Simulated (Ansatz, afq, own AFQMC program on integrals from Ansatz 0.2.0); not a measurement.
**Where AFQMC and coupled cluster stand for AlSiH$_{3}$, triplet**

| atom | x (Å) | y (Å) | z (Å) |
| --- | --- | --- | --- |
| Al | -1.7024 | 0.0000 | 0.0000 |
| H | -2.4953 | 1.3734 | 0.0000 |
| H | -2.4953 | -1.3734 | 0.0000 |
| H | 0.3616 | 0.0000 | 0.0000 |
| Si | 1.8016 | 0.0000 | 0.0000 |

Connectivity, by distances: AlH2 ··· SiH.

Basis cc-pVTZ. Only valence electrons are correlated. Ansatz 0.2.0 and our own AFQMC program on the same integrals; the CISD trial comes from CCSD amplitudes, and released means the phaseless constraint is let go. ± is one standard error of the sampling.

Determinant: UHF, the one that the program's search chose, which needn't be the lowest solution. The geometry is a point of a scan.

No full CI on the walks' own integrals is used here; CCSDT(Q) serves as the reference and is uncertain by about the last step of the cluster series.

Cautions: lower spins were not checked; the released energies are still falling, so no released level is given (meV from the phaseless value at times in 1/Eh: -16 ± 7 at 0.24, -21 ± 5 at 0.51, -32 ± 5 at 0.99, -42 ± 6 at 1.62, -47 ± 7 at 2.40), though the last usable value meets CCSDT(Q) within the noise.

The T1 diagnostic is 0.0357. The weight of the determinant in the CISD state is 0.843 and the ⟨S²⟩ of the determinant is 2.038. The size of the correlated space is 10 electrons in 100 orbitals.

Reference: CCSDT(Q), correlation energy -5.958 eV.

```json
{"level": "HF", "E − E(reference) (kJ/mol)": "574.9", "share of correlation (%)": "0.00"}
{"level": "MP2", "E − E(reference) (kJ/mol)": "133.5", "share of correlation (%)": "76.78"}
{"level": "CCSD", "E − E(reference) (kJ/mol)": "27.9", "share of correlation (%)": "95.15"}
{"level": "CCSD(T)", "E − E(reference) (kJ/mol)": "6.7", "share of correlation (%)": "98.84"}
{"level": "CCSDT", "E − E(reference) (kJ/mol)": "1.5", "share of correlation (%)": "99.73"}
{"level": "ph-AFQMC/HF", "E − E(reference) (kJ/mol)": "8.3 ± 2.5", "share of correlation (%)": "98.55"}
{"level": "ph-AFQMC/CISD", "E − E(reference) (kJ/mol)": "3.9 ± 0.5", "share of correlation (%)": "99.33"}
```

A walk keeps the symmetry of its determinant, which the program's search chose and which needn't be the lowest solution, so a lower state of the same spin and another symmetry isn't excluded.
